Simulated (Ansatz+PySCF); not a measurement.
singlet NaCl in separate pieces: levels of theory in one basis

```xyz
2

Na    0.0000    0.0000   -4.2592
Cl    0.0000    0.0000    2.7560
```

Basis set: cc-pVDZ (spherical functions). Frozen core: 6 orbitals. Charge 0, multiplicity 1.

Computed with Ansatz (development build ahead of 0.2.0); each method stands on the lowest determinant of its kind that the runs found. NEVPT2 correlates all electrons. Active spaces start from the frontier orbitals, and the lowest solution found is given.

```tsv
method	E − E(RHF) (eV)	<S²> of the determinant
RHF	0.00	0.00
UHF	-0.92	1.01
UHF-MP2	-3.94	1.01
RHF-CCSD	-4.00	–
RHF-CCSD(T)	-4.03	–
UHF-CCSD(T)	-4.43	1.01
RHF-CCSDT(Q)	-4.04	–
UHF-CCSDT(Q)	-4.44	1.01
CASSCF(6,6)	-1.54	–
CASSCF(2,2)	-0.19	–
SC-NEVPT2(6,6)	-4.09	–
SC-NEVPT2(2,2)	-3.85	–
```

(1) What does RHF-MP2 give on the same scale?

(2) Is a single determinant a sound starting point here?

## Answers

(1) -3.71 eV.

(2) It is doubtful. Unrestricted orbitals lower Hartree–Fock by 0.92 eV and <S²> is 1.01 where a pure state has 0.00, a sign of strong static correlation. The CASSCF(6,6) natural occupations are 1.99, 1.99, 1.06, 0.94, 0.01, 0.01. The CASSCF(2,2) natural occupations are 1.99, 0.01.

Caution for RHF, RHF-MP2, RHF-CCSD, RHF-CCSD(T), RHF-CCSDT(Q): an unrestricted determinant lies well below. Caution for UHF, UHF-MP2, UHF-CCSD(T), UHF-CCSDT(Q): the unrestricted determinant is a mixture of spin states. Caution for RHF-MP2, UHF-MP2, RHF-CCSD, RHF-CCSD(T), UHF-CCSD(T), RHF-CCSDT(Q), UHF-CCSDT(Q): bonds are stretched, where a single reference can fail. Caution for UHF-MP2, UHF-CCSD(T), UHF-CCSDT(Q): a plain start can end on a higher determinant. Caution for CASSCF(6,6): other starts end on other solutions of this active space.
